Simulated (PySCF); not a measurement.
C6H11 (charge +1).
Geometry (GFN2-xTB, Å), atoms numbered from 1 in this order:
```
atom  x, y, z in Å
C1     0.3471   -1.8245    1.0143
C2     0.3205   -0.7082    0.2243
C3     1.3036    0.2719    0.4605
C4     1.4499    1.5324   -0.2108
C5    -0.7536   -0.5270   -0.8068
C6    -1.9242    0.2653   -0.2149
H7    -0.3850   -2.6098    0.8958
H8     1.0891   -1.9692    1.7854
H9     2.0390    0.0488    1.2293
H10    1.4927    2.3380    0.5345
H11    0.6957    1.7462   -0.9619
H12    2.4562    1.5906   -0.6498
H13   -0.3628   -0.0135   -1.6849
H14   -1.1135   -1.5044   -1.1266
H15   -1.6119    1.2515    0.1197
H16   -2.3508   -0.2640    0.6333
H17   -2.6989    0.3879   -0.9655
```

Vertical excitations from PySCF (density fitting, frozen core in the response, grid level 2 and gas phase unless stated; continuum runs use non-equilibrium linear response for the excitations) on a GFN2-xTB geometry. Reference run:

```
                              settings    S1, eV (f)    S2, eV (f)    S3, eV (f)    S4, eV (f)    S5, eV (f)    S6, eV (f)  T1, eV (Tamm–Dancoff)  mean α (au)
PBE0/def2-SVPD, full TDDFT, 6 singlets  3.94 (0.009)  3.99 (0.005)  4.25 (0.113)  5.36 (0.075)  5.73 (0.029)  5.79 (0.099)                   2.18         71.3
```

Problem. What do these settings give: PBE0/aug-cc-pVDZ, full TDDFT, 3 singlets?

Solution. 
```csv
settings,"S1, eV (f)","S2, eV (f)","S3, eV (f)","S4, eV (f)","S5, eV (f)","S6, eV (f)","T1, eV (Tamm–Dancoff)",mean α (au)
"PBE0/aug-cc-pVDZ, full TDDFT, 3 singlets",3.95 (0.010),4.02 (0.005),4.25 (0.110),–,–,–,–,72.3
```

S1 moves by +0.01 eV. States are counted by energy in each run and needn't keep their character from row to row.

Problem. Which orbital pairs make up S1 in each run, and how does it sit against the orbital gap?

Solution. 
```csv
settings,S1 configurations (weight),S1 (eV),orbital gap (eV),S1 − gap (eV)
"PBE0/def2-SVPD, full TDDFT, 6 singlets","H−1→L 0.42, H−2→L 0.41, H→L 0.12",3.94,4.68,-0.74
"PBE0/aug-cc-pVDZ, full TDDFT, 3 singlets","H−2→L 0.54, H−1→L 0.25, H→L 0.16",3.95,4.68,-0.73
```

One conformer stands for the species.
